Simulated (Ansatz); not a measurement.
**SiH2F (SMILES F[SiH2]): methods side by side**

SiH2F: 4 atoms, total charge 0, spin state doublet. As SMILES, `F[SiH2]`. The coordinates come from a GFN2-xTB relaxation.

Each level gives the electronic atomisation energy (eV). The values are calculated. Electronic energies at fixed atoms, without zero-point motion or spin-orbit coupling.

```json
{"level": "UPBE/STO-3G", "kind": "GGA", "program": "Ansatz", "value (eV)": "14.32", "less FCI/STO-3G": "+2.95"}
{"level": "U-r2SCAN/STO-3G", "kind": "meta-GGA", "program": "Ansatz", "value (eV)": "13.98", "less FCI/STO-3G": "+2.61"}
{"level": "UB3LYP/STO-3G", "kind": "global hybrid", "program": "Ansatz", "value (eV)": "13.90", "less FCI/STO-3G": "+2.53"}
{"level": "UHSE06/STO-3G", "kind": "range-separated hybrid", "program": "Ansatz", "value (eV)": "13.61", "less FCI/STO-3G": "+2.24"}
{"level": "UB2PLYP/STO-3G", "kind": "double hybrid", "program": "Ansatz", "value (eV)": "12.82", "less FCI/STO-3G": "+1.45"}
{"level": "RPA@PBE/STO-3G", "kind": "RPA", "program": "Ansatz", "value (eV)": "10.67", "less FCI/STO-3G": "-0.70"}
{"level": "UMP2/STO-3G", "kind": "perturbation theory", "program": "Ansatz", "value (eV)": "10.96", "less FCI/STO-3G": "-0.41"}
{"level": "UCCSDT(Q)/STO-3G", "kind": "coupled cluster or CI", "program": "Ansatz", "value (eV)": "11.37", "less FCI/STO-3G": "0.00"}
{"level": "FCI/STO-3G", "kind": "exact in the basis", "program": "Ansatz", "value (eV)": "11.37", "less FCI/STO-3G": "0.00"}
```

FCI/STO-3G is exact within its basis and frozen core, so for wave-function methods in that basis the difference is their error; functionals converge differently with the basis, so for them it is only a difference. The values span 10.67 to 14.32 eV. All rows use very small basis sets, so even the best lies far from the true value.
